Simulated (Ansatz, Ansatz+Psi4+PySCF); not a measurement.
```xyz
5

C     0.0098   -0.4075   -0.0961
O     0.0041   -0.3711    1.0977
O    -0.0024    0.6541   -0.9103
H    -0.0078   -1.3363   -0.6938
H    -0.0063    1.4500   -0.3355
```

Basis set: cc-pVTZ (spherical functions). Frozen core: 3 orbitals. Charge 0, multiplicity 1.

Computed with Ansatz (development build ahead of 0.2.0); each method stands on the lowest determinant of its kind that the runs found. Restricted open shells among the atoms or ions are ROHF, correlated in semicanonical orbitals with singles.

The atomization energy at this shape (free ground-state atoms in the same class of orbitals less the molecule, no zero-point energy) of singlet CH₂O₂:

```csv
method,atomization energy
RHF,340.83 kcal/mol
```

(1) What does RHF-MP2 give?

## Answers

(1) 503.56 kcal/mol.
